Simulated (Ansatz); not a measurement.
**AlB (triplet): the correlation ladder at distance B1–Al2 = 1.860 Å, cc-pVDZ**

Aim: climb from Hartree-Fock through coupled cluster and multireference methods for AlB (triplet) at one geometry and basis, and see what each rung misses.

Method: cc-pVDZ, core rule «outside noble gas», up to 6 orbitals frozen; program: Ansatz 0.2.0, Gaussian basis.

To be run: UHF; CCSD(T) on ROHF; CCSD(T) on UHF; BCCD(T) on ROHF; CISD; CCSDT(Q) on ROHF; CCSDT(Q) on UHF; CASSCF and MRCISD+Q, 4 electrons in 4 orbitals; CASSCF and NEVPT2, 4 electrons in 4 orbitals; CASSCF and MRCISD+Q, 6 electrons in 8 orbitals; CASSCF and NEVPT2, 6 electrons in 8 orbitals; Full CI.

13 further runs of the same task are left out: 1 for a known fault of the program, 1 for a mislabelled method, 9 that didn't finish, 2 set aside as unsound or not needed.

### Step 1. The system

The geometry derives from a PBE0/def2-TZVP stationary point (not a proven minimum). One bond is set to the value named and the two fragments are kept rigid.

2 atoms, charge 0, spin multiplicity 3.

Atoms are counted from 1 here; the program's logs count them from 0.

Bond lengths: B1–Al2 1.860 Å.

### Step 2. UHF

The input, in.yaml:

```yaml
crystal:
  periodic: [false, false, false]
  atoms:
    - {symbol: B, position_ang: [0.000000, 0.000000, 0.000000]}
    - {symbol: Al, position_ang: [0.000000, 0.000000, 1.860000]}
basis:
  gaussian: {orbitals: cc-pVDZ}
magnetization: {spin_polarized: true, initial_magnetization: 2}
hamiltonian: {xc: hf}
output: {orbitals: {seedname: orbitals}}
```

Command:

```bash
$ ansatz run in.yaml --threads 1 --pin off --events-out ev --progress --plain --max-ram 2393MiB
```

Further steps of the session: CCSD(T) on ROHF; CCSD(T) on UHF; BCCD(T) on ROHF; CISD; CCSDT(Q) on ROHF; CCSDT(Q) on UHF; CASSCF and MRCISD+Q, 4 electrons in 4 orbitals; CASSCF and NEVPT2, 4 electrons in 4 orbitals; CASSCF and MRCISD+Q, 6 electrons in 8 orbitals; CASSCF and NEVPT2, 6 electrons in 8 orbitals; Full CI.

**Question.** What will the summary of the whole plan be? Wanted: FCI below the RHF energy; RMP2 from FCI; UMP2 from FCI; RCCSD from FCI; RCCSD(T) from FCI; UCCSD(T) from FCI; RCCSDT(Q) from FCI; UCCSDT(Q) from FCI; NEVPT2 pair from FCI.

**Answer**, as computed:

| quantity | value |
| --- | --- |
| FCI below the RHF energy | -3.9976 eV |
| RMP2 from FCI | +1254.1 meV |
| UMP2 from FCI | +1283.5 meV |
| RCCSD from FCI | +324.3 meV |
| RCCSD(T) from FCI | +84.9 meV |
| UCCSD(T) from FCI | +153.8 meV |
| RCCSDT(Q) from FCI | +3.6 meV |
| UCCSDT(Q) from FCI | -1.3 meV |
| NEVPT2 pair from FCI | +928.7 meV |
| MRCISD+Q pair from FCI | +75.1 meV |
| NEVPT2 valence from FCI | +422.4 meV |
| levels within 1 kcal/mol (43 meV) | RCCSDT, UCCSDT, RCCSDT(Q), UCCSDT(Q), MRCISD+Q valence |
| T1 diagnostic | 0.071 |
| effectively unpaired electrons | 2.34 |

RCCSD(T) lands +84.9 meV from the yardstick (2.1 % of the correlation energy). CCSD(T) misses by +84.9 meV on the restricted determinant and by +153.8 meV on the unrestricted one; the two need not hold the same state or core. MRCISD+Q valence falls below full CI: the +Q correction isn't variational, and the cores differ from full CI's. The occupations show some static correlation. Of the multireference levels listed MRCISD+Q valence comes nearest in total energy (-9.2 meV), which doesn't show that its space is the better one. Coupled cluster took another determinant than the lowest Hartree-Fock one. These misses are within one basis, not against nature; the frozen cores of restricted and unrestricted runs differ, which can shift their rows.
